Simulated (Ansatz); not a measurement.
ClHSi (`[SiH]Cl`), charge 0, multiplicity 1.

Problem. Give a relaxed structure at PBE0-D4/def2-TZVP (the Gaussian-basis code of Ansatz). (Estimate.)

Solution. The calculation gave: 
Bond lengths: Si1–Cl2 2.077 Å, Si1–H3 1.529 Å. Angles: Cl2–Si1–H3 94.7°.
Point group Cs.
